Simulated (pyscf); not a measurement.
HO–Ag + H₂ → AgH + H₂O, a four-centre exchange (singlet surface; Ag–O, H–H broken, Ag–H, H–O formed). PySCF, gas phase, ωB97X-D3(BJ)/def2-SVP geometries. Energies in kcal/mol from the separated reactants.

Small-basis levels: PySCF, no dispersion term, spherical d functions. 

### Question
Quick BP86/6-31G*+LANL2DZ single points give ΔE‡ = 12.4 kcal/mol and ΔE = -10.8 kcal/mol. What does ωB97M-D3(BJ)/def2-TZVP give, and how far is the quick result from it?

### Answer
ωB97M-D3(BJ)/def2-TZVP gives ΔE‡ = 11.2 kcal/mol and ΔE = -15.7 kcal/mol. BP86/6-31G*+LANL2DZ lies 1.3 kcal/mol over it in the barrier and 4.9 kcal/mol over it in the reaction energy, so on this step it does not hold to within 3.0 kcal/mol. ωB97M-D3(BJ)/def2-TZVP has limits of its own. On the product side the descent ends in a bound adduct (not fully relaxed), 10.4 kcal/mol under the separated species and 35.1 kcal/mol under the saddle at ωB97X-D3(BJ)/def2-TZVP. The reactants may also form a dative adduct at HO–Ag; it and routes through it were not searched. At the saddle there is also a short Ag–H contact that neither side keeps. This is the saddle that the search found; another between the same sides may lie lower. In the def2 sets elements past Kr carry core potentials, without spin-orbit coupling.
